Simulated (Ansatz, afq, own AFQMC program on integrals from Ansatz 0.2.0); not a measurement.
Integrals from Ansatz 0.2.0, then the random walk in our own AFQMC program (afq).

```yaml
crystal:
  periodic: [false, false, false]
  atoms:
    - {symbol: Ge, position_ang: [0.000048, 0.000000, 0.354437]}
    - {symbol: C, position_ang: [0.010265, 0.000000, -1.634875]}
    - {symbol: H, position_ang: [-1.051269, -0.000009, -1.923563]}
    - {symbol: H, position_ang: [0.462733, 0.894528, -2.069318]}
    - {symbol: H, position_ang: [0.462748, -0.894520, -2.069318]}
basis:
  gaussian: {orbitals: cc-pVDZ}
total_charge: 1
magnetization: {spin_polarized: false}
correlation: {method: ccsd_t, electrons: outside_noble_gas, hamiltonian_folder: ham}
```

```sh
$ ansatz run in.yaml --threads 1 --pin off --events-out ev --progress --plain --max-ram 1843MiB
```

afq runs on the folder ham with

```
--method phaseless --trial cid --walkers 40 --populations 1 --least-time 40 --time-step 0.02 --steps-per-block 50 --equilibration-blocks 10 --max-blocks 60 --target-error 0.00076 --factor-cut 1e-05 --seed 6137 --taylor-order 6
```

Times are imaginary, in 1/Eh. The walk had a cap of 262 s. Filled inner d shells are frozen with the cores.

```
orbitals 41  electrons 5 5  factors 334 of 589
reference energy -2114.66348588 Eh
CCSD correlation -0.23129865 Eh in 11 cycles, weight of the determinant in the CISD state 0.8824
energy of the start -2114.894808 Eh
 block  time / (1/Eh)  mean weight  energy / Eh
     1     1.000  1.0055  -2114.894162
     2     2.000  0.9956  -2114.900229
     3     3.000  1.0060  -2114.896588
     4     4.000  1.0082  -2114.901690
     5     5.000  0.9997  -2114.902019
     9     9.000  1.0002  -2114.899725
    13    13.000  1.0119  -2114.907601
    17    17.000  0.9903  -2114.901278
    21    21.000  1.0124  -2114.902582
    25    25.000  1.0070  -2114.898579
    29    29.000  0.9963  -2114.902672
    33    33.000  0.9899  -2114.904058
    37    37.000  0.9974  -2114.896948
    41    41.000  1.0009  -2114.904367
    44    44.000  1.0055  -2114.914432
    45    45.000  0.9938  -2114.901756
    49    49.000  1.0098  -2114.899910
    53    53.000  0.9987  -2114.900161
    57    57.000  0.9922  -2114.906727
    58    58.000  1.0099  -2114.892347
    60    60.000  0.9989  -2114.897986
blocks merged  error / Eh  count
     1  0.000641  50
     2  0.000691  25
     4  0.000929  12
energy -2114.901989 +/- 0.000691 Eh
(rows thinned)
```

**Question.** Estimate how long the walk took on 1 thread of Arm Neoverse V1 (shared host).

**Answer.** 22 s of wall time.

The run failed at least one of its tests; the cautions name the faults. The second half of the sampling lies above the first by 1.7 errors of their difference, so the energy may still be moving and its error bar be too small.

Against this walk (error 18.8 meV) on the same determinant: CCSD(T) 26.0 meV higher (within the noise), CCSDT(Q) 3.4 meV lower (within the noise), a separate phaseless walk with a CISD trial and standard settings 12.6 ± 21.4 meV higher (within the noise). The error is statistical and leaves out the bias of the constraint.

Cautions: constraint bias not in the error; error not settled; no relativity below Rb; no spin-orbit coupling; inner d shell frozen; the time-step error isn't removed.

CCSDT and higher add their correlation energy to the determinant of the CCSD(T) run, since their own runs factorise the integrals more tightly (a shift of under 2 meV). A walk keeps the symmetry of its determinant, which the program's search chose and which needn't be the lowest solution, so a lower state of the same spin and another symmetry isn't excluded.
